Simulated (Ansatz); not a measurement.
# [CH$_{3}$···H···NH], triplet: transfer scan

Starting geometry:

```yaml
atoms:
  - { symbol: C, position_ang: [-1.3382, 0.0326, 0.0000] }
  - { symbol: H, position_ang: [-1.7014, 1.0599, 0.0000] }
  - { symbol: H, position_ang: [-1.7014, -0.4811, 0.8897] }
  - { symbol: H, position_ang: [-1.7014, -0.4811, -0.8897] }
  - { symbol: H, position_ang: [-0.2486, 0.0326, 0.0000] }
  - { symbol: N, position_ang: [1.4118, 0.0326, 0.0000] }
  - { symbol: H, position_ang: [1.6809, -0.9716, 0.0000] }
```

From there H5 is moved from one fragment to the other while all else, the fragments' distance too, stays fixed, so the hump isn't the reaction's barrier; atoms are numbered as listed. Energies are in kcal/mol, counted from the starting geometry at the same level. Kohn–Sham curves are unrestricted where that lies lower.

Basis cc-pVDZ; Ansatz 0.2.0. Correlated methods freeze the noble-gas cores. R marks a restricted (for open shells ROHF) determinant, U an unrestricted one.

Full CI isn't at hand for all of this; UCCSDT(Q) serves as the reference, and is uncertain by about the last step of the cluster series.

```json
{"distance C1-H5 (Å)": "1.090", "PBE0": "0.0"}
{"distance C1-H5 (Å)": "1.178", "PBE0": "1.9"}
{"distance C1-H5 (Å)": "1.355", "PBE0": "11.4"}
{"distance C1-H5 (Å)": "1.533", "PBE0": "15.4"}
{"distance C1-H5 (Å)": "1.710", "PBE0": "15.0"}
```

Estimate the UCCSDT(Q) curve in cc-pVDZ from this one, knowing how PBE0 errs.

The computed UCCSDT(Q) values, in kcal/mol from the starting point, and the error of PBE0 against them:
```tsv
distance C1-H5 (Å)	UCCSDT(Q)	PBE0 less UCCSDT(Q)
1.090	0.0	0.0
1.178	3.0	-1.0
1.355	15.4	-4.0
1.533	20.6	-5.3
1.710	18.9	-3.9
```

The error spans 5.3 kcal/mol and is largest, -5.3 kcal/mol, at 1.533 Å.

In so small a basis the reference is far from its limit while semilocal and hybrid functionals are nearer theirs, so the functionals' errors here hold much of the reference's basis and frozen-core error, which can add to them or hide them.
